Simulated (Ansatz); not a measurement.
# SiNH3 (triplet): the correlation ladder, cc-pVDZ

How much of the correlation energy of SiNH3 (triplet) does each wave-function method recover here?

Program: Ansatz 0.2.0, Gaussian basis. Level of theory: cc-pVDZ, core rule «outside noble gas», up to 6 orbitals frozen. These are calculated values, not measurements.

To be run: UHF; CCSD(T) on ROHF; CCSD(T) on UHF; BCCD(T) on ROHF; CISD; CCSDT(Q) on ROHF; CCSDT(Q) on UHF.

9 further runs of the same task are left out: 5 for a known fault of the program, 4 set aside as unsound or not needed.

## Step 1: The system

The geometry is a PBE0/def2-TZVP stationary point (not a proven minimum) of the parent state, kept for this charge and spin.

5 atoms, charge 0, spin multiplicity 3.

Atoms are counted from 1 here; the program's logs count them from 0.

Bond lengths: Si1–N2 1.593 Å, Si1–H3 1.490 Å, Si1–H4 1.477 Å, N2–H5 1.012 Å. Angles: N2–Si1–H3 129.4°, N2–Si1–H4 118.1°, H3–Si1–H4 112.5°, Si1–N2–H5 121.2°.

## Step 2: UHF

The input, in.yaml:

```yaml
crystal:
  periodic: [false, false, false]
  atoms:
    - {symbol: Si, position_ang: [0.000000, -0.029760, 0.504488]}
    - {symbol: N, position_ang: [0.000000, 0.114205, -1.081764]}
    - {symbol: H, position_ang: [0.000000, -1.262006, 1.342706]}
    - {symbol: H, position_ang: [0.000000, 1.204545, 1.315030]}
    - {symbol: H, position_ang: [0.000000, -0.700331, -1.682342]}
basis:
  gaussian: {orbitals: cc-pVDZ}
magnetization: {spin_polarized: true, initial_magnetization: 2}
hamiltonian: {xc: hf}
output: {orbitals: {seedname: orbitals}}
```

The run is started by

```console
ansatz run in.yaml --threads 1 --pin off --events-out ev --progress --plain --max-ram 4096MiB --backend cpu
```

After this run come: CCSD(T) on ROHF; CCSD(T) on UHF; BCCD(T) on ROHF; CISD; CCSDT(Q) on ROHF; CCSDT(Q) on UHF.

Q: Predict the results of all the runs planned. Wanted: UCCSDT(Q) below the RHF energy; RMP2 from UCCSDT(Q); UMP2 from UCCSDT(Q); RCCSD from UCCSDT(Q); RCCSD(T) from UCCSDT(Q); UCCSD(T) from UCCSDT(Q); RCCSDT(Q) from UCCSDT(Q); T1 diagnostic.

The runs gave:

| quantity | value |
| --- | --- |
| UCCSDT(Q) below the RHF energy | -7.2771 eV |
| RMP2 from UCCSDT(Q) | +1144.2 meV |
| UMP2 from UCCSDT(Q) | +1152.1 meV |
| RCCSD from UCCSDT(Q) | +189.1 meV |
| RCCSD(T) from UCCSDT(Q) | +37.1 meV |
| UCCSD(T) from UCCSDT(Q) | +36.7 meV |
| RCCSDT(Q) from UCCSDT(Q) | +1.0 meV |
| levels within 1 kcal/mol (43 meV) | RCCSD(T), UCCSD(T), BCCD(T), RCCSDT, UCCSDT, RCCSDT(Q) |
| T1 diagnostic | 0.018 |

What this shows: RCCSD(T) lands +37.1 meV from the yardstick (0.5 % of the correlation energy). These misses are within one basis, not against nature; the frozen cores of restricted and unrestricted runs differ, which can shift their rows.
